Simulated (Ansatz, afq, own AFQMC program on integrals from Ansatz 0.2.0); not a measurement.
AFQMC on a folder of integrals that Ansatz 0.2.0 wrote.

```yaml
crystal:
  periodic: [false, false, false]
  atoms:
    - {symbol: C, position_ang: [0.000000, 0.000000, -0.066512]}
    - {symbol: H, position_ang: [0.000000, 0.000000, -0.960512]}
    - {symbol: H, position_ang: [0.000000, 0.000000, 1.027025]}
basis:
  gaussian: {orbitals: cc-pVDZ}
total_charge: 1
magnetization: {spin_polarized: true, initial_magnetization: 1}
correlation: {method: ccsd_t, electrons: outside_noble_gas, hamiltonian_folder: ham}
```

```sh
$ ansatz run in.yaml --threads 1 --pin off --events-out ev --progress --plain --max-ram 24576MiB --backend cuda --devices 0, --max-vram 18GiB
```

Options of the walk:

```
--method free --trial cisd --walkers 50 --time-step 0.05 --max-blocks 60 --target-error 0.00054 --factor-cut 1e-05 --seed 2773 --times 0,0.5,1,2 --taylor-order 2
```

Times are imaginary, in 1/Eh. The walk had a cap of 60 s.

```
orbitals 23  electrons 3 2  factors 164 of 219
reference energy -38.52506275 Eh
CCSD correlation -0.09302915 Eh in 9 cycles, weight of the determinant in the CISD state 0.9601
repeat  energy at the last time / Eh  error
    10  -38.619441  0.000118
    20  -38.619597  0.000078
    30  -38.619718  0.000074
time / (1/Eh)  energy / Eh  error  mean overlap
  0.00  -38.618070  0.000026  1.0411
  0.50  -38.619415  0.000056  1.0904
  1.00  -38.619876  0.000072  1.1149
  2.00  -38.619718  0.000071  1.2277
energy -38.619718 +/- 0.000071 Eh
```

The run passed its tests (error under three times the target), which doesn't prove that it has relaxed.

Against this walk (error 1.9 meV) on the same determinant: CCSD(T) 13.8 meV higher, CCSDT(Q) 5.0 meV higher, CCSDTQ 4.8 meV higher, full CI 4.8 meV higher. The error is statistical, and a free projection of finite length keeps a remainder of its start.

A setting was made bad on purpose (series of the exponential too short), so the walk's energy isn't to be trusted. Here it did no visible harm: the energy meets the surest value within the noise.

Cautions: remainder of the start not in the error; the time-step error isn't removed.

CCSDT and higher add their correlation energy to the determinant of the CCSD(T) run, since their own runs factorise the integrals more tightly (a shift of under 2 meV). A walk keeps the symmetry of its determinant, which the program's search chose and which needn't be the lowest solution, so a lower state of the same spin and another symmetry isn't excluded.
